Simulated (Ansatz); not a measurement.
Rock-salt HfC was calculated with r²SCAN (Ansatz, an electronic-structure program, plane waves, PAW).

Total energies, extrapolated to zero smearing (they compare only within this program, potentials and cutoff):

```csv
system,energy (eV/atom)
"rock-salt HfC, relaxed",-7993.4512
hcp Hf,-15733.0624
graphite,-251.6691
```

Problem. Work out the enthalpy of formation per atom.

Solution. ΔH_f ≈ ΔE = -7993.4512 − [1 × (-15733.0624) + 1 × (-251.6691)]/2 = -1.085 eV/atom (0 K, no vibrations). The reference value is -1.171 ± 0.03 eV/atom (measured, 298 K, copied from a table, unchecked, not corrected to a static lattice; as tabulated in Wang et al. (2021), doi:10.1038/s41598-021-94550-5), a difference of +0.086 eV/atom.

Spin–orbit coupling, which matters for such heavy atoms, is left out.

The PAW data were made under PBE.
